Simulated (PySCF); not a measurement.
**A diatomic session: LiSi**

One job finds the state of LiSi, follows it along the bond with each method and fits the curves.

Computed with PySCF 2.14.0. Level: Li def2-TZVPP, Si def2-TZVPP, no relativity.

### Step 1. Set-up

Settings of the job:

```
atoms                         : Li, Si
charge                        : 0
basis                         : Li def2-TZVPP, Si def2-TZVPP
Hamiltonian                   : no relativity
basis functions               : 61
electrons treated             : 17
masses in u                   : 7.0160, 27.9769
levels                        : PBE0, PBE, r²SCAN, M06-L, MN15, B97-3, r²SCANh, LC-ωPBE, HF, MP2, SCS-MP2, CCSD, CCSD(T)
grid                          : 80 radial by 434 angular points
occupations                   : held fixed by the projection of orbital angular momentum
dissociation limit            : Li + Si, each in its ground configuration
starting distance in angstrom : 2.400
values of 2S to try           : 1, 3
```

Launch:

```console
$ OMP_NUM_THREADS=1 python dia.py task.json out
```

Further steps of the session: PBE0 along the bond; Higher solutions at PBE0; PBE; r²SCAN (meta-GGA); M06-L; MN15 (hybrid meta-GGA); B97-3; r²SCANh (hybrid meta-GGA); LC-ωPBE; UHF; MP2 and coupled cluster.

Before running it: what results should come out? Wanted: for each run, Re; ωe; De; μ.

As calculated:

Lowest PBE0 solution found, without spin–orbit coupling: ⁴Σ⁻ (quartet), unpaired electrons σ ↑, π ↑↑. State 2 has its PBE0 minimum 0.48 eV higher, as a spin-mixed determinant (⟨S²⟩ = 1.77), so this is no gap between pure states. State 3 has its PBE0 minimum 0.52 eV higher, as a spin-mixed determinant (⟨S²⟩ = 1.77), so this is no gap between pure states. State 4 has its PBE0 minimum 0.59 eV higher. The other levels ran on the lowest alone.

```
      level  Re (Å)  ωe (cm⁻¹)  De (eV)  μ (D)
        UHF   2.392        450     1.24  -6.62
    UHF-MP2   2.380        455     1.76    n/a
UHF-SCS-MP2   2.381        454     1.59    n/a
   UHF-CCSD   2.377        455     1.71    n/a
UHF-CCSD(T)   2.378        455     1.76    n/a
        PBE   2.373        442     1.81  -5.64
     r²SCAN   2.380        449     1.94  -6.10
      M06-L   2.375        454     2.07  -6.52
    r²SCANh   2.377        452     1.92  -6.16
       PBE0   2.363        454     1.79  -5.99
      B97-3   2.369        452     1.72  -6.19
       MN15   2.377        439     2.03  -6.06
    LC-ωPBE   2.347        469     1.77  -6.38
```

De is counted to Li + Si in their ground configurations. A positive dipole means Li(−)Si(+).

Differences from CCSD(T) in the same basis:

```
      level  Re (mÅ)  ωe (%)
        UHF      +14    -1.0
    UHF-MP2       +3    +0.2
UHF-SCS-MP2       +3     0.0
   UHF-CCSD       -1    +0.1
        PBE       -5    -2.7
     r²SCAN       +2    -1.2
      M06-L       -3     0.0
    r²SCANh       -1    -0.6
       PBE0      -15    -0.1
      B97-3       -8    -0.5
       MN15       -1    -3.3
    LC-ωPBE      -31    +3.3
```

**Reading.** Judged by CCSD(T) in the same basis: best bond length UHF-CCSD and r²SCANh and MN15 (-1 mÅ), worst LC-ωPBE (-31 mÅ); best wavenumber UHF-SCS-MP2 and M06-L (0.0 %), worst MN15 and LC-ωPBE (3.3 % off). Of the levels with a De here, UHF gives the least (1.24 eV) and M06-L the most (2.07 eV).

Correlated steps freeze 5 core orbitals.
